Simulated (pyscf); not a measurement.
This saddle point was located with ωB97X-D3(BJ)/def2-SVP in PySCF.

```xyz
9

Ge    -0.8662     0.9705    -0.9279
Ge    -0.4139    -0.6704     0.7679
H      2.0701     0.0354     2.2505
H     -2.2406     0.8126    -1.5969
H      0.2455     1.0819    -1.9821
H      0.9101    -0.2715     1.5356
H     -0.2130    -2.0531     0.1261
H     -1.5718    -0.7386     1.7729
F     -0.9057     2.5148    -0.0990
```
Charge 0, spin multiplicity 2.

Surface: doublet, charge 0. Lowest wavenumbers (cm⁻¹): 729i, 55, 114, 143, 227.

Q: What reaction is this the transition state of?

A: F–GeH₂–GeH₂• + H₂ ⇌ F–GeH₂–GeH₃ + H•, a hydrogen abstraction read from left to right: H–H broken and Ge–H formed. At ωB97M-D3(BJ)/def2-TZVP it lies +24.8 kcal/mol from the left side and +2.9 kcal/mol from the right (each side as separated species at their lowest minima found). One saddle was located; it need not be the lowest between these sides. The angle at the transferred H is 178°. Elements up to Kr have no core potential and no relativistic terms here.
